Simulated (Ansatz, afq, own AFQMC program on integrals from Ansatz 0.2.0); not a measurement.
## SiHCl, triplet: AFQMC among the cluster methods

```xyz
3

Cl    0.0000    0.0000   -1.5197
H     0.0000    0.0000   -0.0727
Si    0.0000    0.0000    1.5923
```

Connectivity, by distances: Cl ··· Si, 1 bridging H.

Basis cc-pVTZ. Only valence electrons are correlated. AFQMC by an in-house program on the Cholesky factors that Ansatz 0.2.0 writes for its CCSD(T) run. ph-AFQMC/CISD is guided by a CISD state made of CCSD amplitudes; releasing the constraint for a short imaginary time cuts its bias at the price of noise, slowly where states lie close. Uncertainties: one standard error, sampling alone.

Determinant: UHF, the one that the program's search chose, which needn't be the lowest solution. The geometry is a point of a scan.

No full CI on the walks' own integrals is used here; CCSDT(Q) serves as the reference and is uncertain by about the last step of the cluster series.

Cautions: lower spins were not checked; the released energies are still falling, so no released level is given (meV from the phaseless value at times in 1/Eh: -7 ± 5 at 0.24, -11 ± 4 at 0.51, -9 ± 3 at 0.99, -14 ± 4 at 1.62, -27 ± 8 at 2.40), though the last usable value meets CCSDT(Q) within the noise.

The T1 diagnostic is 0.0139, the weight of the determinant in the CISD state is 0.856 and the ⟨S²⟩ of the determinant is 2.031. The size of the correlated space is 12 electrons in 72 orbitals.

```tsv
level	correlation energy (eV)
MP2	-7.4656
CCSD	-8.4293
CCSD(T)	-8.7781
```

Q: Estimate where phaseless AFQMC with a CISD trial lies against CCSD(T) on the same integrals.

A: 37.4 ± 5.5 meV below CCSD(T).

Reference: CCSDT(Q), correlation energy -8.833 eV.

| level | E − E(reference) (meV) | share of correlation (%) |
| --- | --- | --- |
| CCSD(T) | 54.8 | 99.38 |
| CCSDT | 17.7 | 99.80 |
| ph-AFQMC/CISD | 17.3 ± 5.5 | 99.80 |

A walk keeps the symmetry of its determinant, which the program's search chose and which needn't be the lowest solution, so a lower state of the same spin and another symmetry isn't excluded.
